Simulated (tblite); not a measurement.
Give a GFN2-xTB geometry of `C=C(C)C[O]` [radical]. (Doublet state.)

```
atom  x, y, z in Å
C1    -0.0702    1.5437   -0.0019
C2    -0.0514    0.2103   -0.0125
C3    -1.2424   -0.6378   -0.2855
C4     1.2286   -0.5412    0.2634
O5     1.2045   -1.8484    0.2355
H6    -0.9712    2.0986   -0.2003
H7     0.8146    2.1232    0.2043
H8    -1.0226   -1.3049   -1.1188
H9    -2.1244   -0.0434   -0.5047
H10   -1.4306   -1.2759    0.5779
H11    2.0230   -0.1465   -0.4243
H12    1.6432   -0.1783    1.2409
```

Any rigid rotation of these coordinates is as good. Atoms count from 1 in this order. C1 (carbon bonded to C and 2 H) is planar (angles 121.8°, 121.7° and 116.4°, sum 360.0°, 0.00 Å off the plane of its three neighbours). Of the pairs four or more bonds apart, O5···H8 is among the closest relative to their van der Waals radii: 2.66 Å, 98 % of the sum of Bondi's values. The C–C distances run from 1.334 Å (C1=C2, drawn double) to 1.510 Å (C2–C4, drawn single), a spread of 0.176 Å. C2 (carbon bonded to 3 C) is planar (angles 124.1°, 120.5° and 115.4°, sum 360.0°, 0.00 Å off the plane of its three neighbours).

Bonds between heavy atoms (Å): C1=C2 1.334, C2–C3 1.487, C2–C4 1.510, C4–O5 1.308.

The geometry is computed with GFN2-xTB (gas phase). This method treats the open shell by occupation alone, without spin polarisation.

Its GFN2-xTB frequencies are all real (lowest 75 cm⁻¹). Torsions: C1–C2–C4–O5 180°.

One conformer stands for the species.
